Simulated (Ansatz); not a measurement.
**PO2 radical: one species, many methods**

How much do the methods differ for PO2 radical? The plan is to run it at one geometry with functionals of several rungs and with coupled cluster, and see how far each lands from CCSD(T) at the basis-set limit for the atomisation energy.

The runs use Ansatz 0.2.0, Gaussian basis; functionals in def2-TZVPP, the program's frozen cores in correlated methods.

The runs, in order: LDA (SPW92), PBE-D4, revPBE-D4, BLYP-D4, r2SCAN-D4, B97M-V, PBE0-D4, B3LYP-D4, r2SCANh-D4, r2SCAN0-D4, HSE06-D4, BHLYP-D4, CAM-B3LYP-D4, LC-ωPBE, ωB97X-V, ωB97M-V, B2PLYP, PBE-QIDH; CCSD(T)/def2-SVP; CCSD(T)/def2-TZVPP; CCSD(T)/def2-QZVPP; extrapolation to the limit; RPA on PBE.

### Step 1. The geometry

An earlier PBE0-D4 in a triple-zeta def2 set relaxation fixed the geometry.

SMILES `[O]P=O`, 3 atoms, charge 0, spin multiplicity 2.

Atoms are counted from 1 here; the program's logs count them from 0.

Bond lengths: O1–P2 1.465 Å, P2–O3 1.465 Å. Angles: O1–P2–O3 134.7°.

Coordinates:

```xyz
3
O2P
O     0.30036    1.29560    0.30825
P    -0.32847    0.06256   -0.17251
O     0.02811   -1.35816   -0.13574
```

### Step 2. LDA

This LDA is Slater exchange with PW92 correlation.

Contents of in.yaml:

```yaml
crystal:
  periodic: [false, false, false]
  atoms:
    - {symbol: O, position_ang: [0.300358, 1.295601, 0.308249]}
    - {symbol: P, position_ang: [-0.328472, 0.062559, -0.172506]}
    - {symbol: O, position_ang: [0.028114, -1.358160, -0.135743]}
basis:
  gaussian: {orbitals: def2-TZVPP}
magnetization: {spin_polarized: true, initial_magnetization: 1}
hamiltonian: {xc: lda}
output: {orbitals: {seedname: orbitals}}
```

On the command line:

```bash
> ansatz run in.yaml --threads 4 --pin off --events-out ev --progress --plain --max-ram 10444MiB
```

The runs that follow: PBE-D4 (GGA); revPBE-D4 (GGA); BLYP-D4 (GGA); r2SCAN-D4 (meta-GGA); B97M-V (meta-GGA); PBE0-D4 (hybrid); B3LYP-D4 (hybrid); r2SCANh-D4 (hybrid); r2SCAN0-D4 (hybrid); HSE06-D4 (hybrid); BHLYP-D4 (hybrid); CAM-B3LYP-D4 (range-separated); LC-ωPBE (range-separated); ωB97X-V (range-separated); ωB97M-V (range-separated); B2PLYP (double hybrid); PBE-QIDH (double hybrid); CCSD(T) in def2-SVP; CCSD(T) in def2-TZVPP; CCSD(T) in def2-QZVPP; RPA on PBE orbitals.

**Question.** What will the summary of the whole plan be? Wanted: atomisation energy, CCSD(T)/CBS; farthest beyond LDA; mean size of error, GGA; mean size of error, meta-GGA; mean size of error, hybrid; mean size of error, range-separated; mean size of error, double hybrid; gap, smallest and largest; T1 diagnostic.

**Answer**, as computed:

| quantity | value |
| --- | --- |
| atomisation energy, CCSD(T)/CBS | 264.8 kcal/mol |
| functionals within 1.3 kcal/mol (0.5 %) | B3LYP-D4, CAM-B3LYP-D4, B2PLYP |
| farthest beyond LDA | BHLYP-D4 (-30.8 kcal/mol) |
| mean size of error, GGA | 16.0 kcal/mol |
| mean size of error, meta-GGA | 4.9 kcal/mol |
| mean size of error, hybrid | 9.5 kcal/mol |
| mean size of error, range-separated | 2.1 kcal/mol |
| mean size of error, double hybrid | 5.1 kcal/mol |
| gap, smallest and largest | 0.99 eV (LDA (SPW92)), 9.11 eV (LC-ωPBE) |
| T1 diagnostic | 0.0252 |
| triples share of the correlation energy | 4.9 % |

What this shows: The LDA atomisation energy is off by 73.3 kcal/mol (28 %): it overbinds. PBE-D4 misses by +22.5 kcal/mol. Double hybrids carry the basis error of their MP2 part in triple zeta, and no dispersion term here, so their miss is partly the set-up's. Taken by rung, range-separated functionals do best (2.1 kcal/mol on average) and GGA ones worst beyond LDA (16.0 kcal/mol). RPA and LDA stand outside this count. The reference freezes the cores and leaves out relativity and excitations past (T), so misses under about 1.3 kcal/mol can't be ranked. Hartree-Fock recovers 46 % of the binding; the rest is correlation. CCSD(T) in def2-SVP is off by -51.3 kcal/mol, more than most functionals: a good method in a small basis is no reference. Orbital gaps span 1.0 to 9.1 eV; exact exchange widens them.
